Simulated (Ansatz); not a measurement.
C₄H₄O₂ (`C#CCOC=O`). Total charge 0; spin multiplicity 1.

| atom | x (Å) | y (Å) | z (Å) |
| --- | --- | --- | --- |
| C1 | 1.563 | 1.459 | -0.998 |
| C2 | 0.592 | 0.773 | -0.844 |
| C3 | -0.589 | -0.054 | -0.675 |
| O4 | -0.320 | -1.219 | 0.118 |
| C5 | -0.427 | -1.057 | 1.440 |
| O6 | -0.739 | -0.052 | 2.003 |
| H7 | 2.424 | 2.071 | -1.127 |
| H8 | -1.391 | 0.525 | -0.212 |
| H9 | -0.927 | -0.436 | -1.638 |
| H10 | -0.187 | -2.010 | 1.933 |

Q: Give the diagnostics of a CCSD(T)/def2-TZVPP run (frozen core, Ansatz). (An estimate is asked.)

A: Ansatz gave: T1 = 0.0153, largest single amplitude 0.029, largest double 0.044, (T) share of the correlation energy 4.5 %, 10 CCSD cycles. The RHF solution is stable towards an unrestricted one. T1 lies under the customary mark of 0.02 for closed shells.
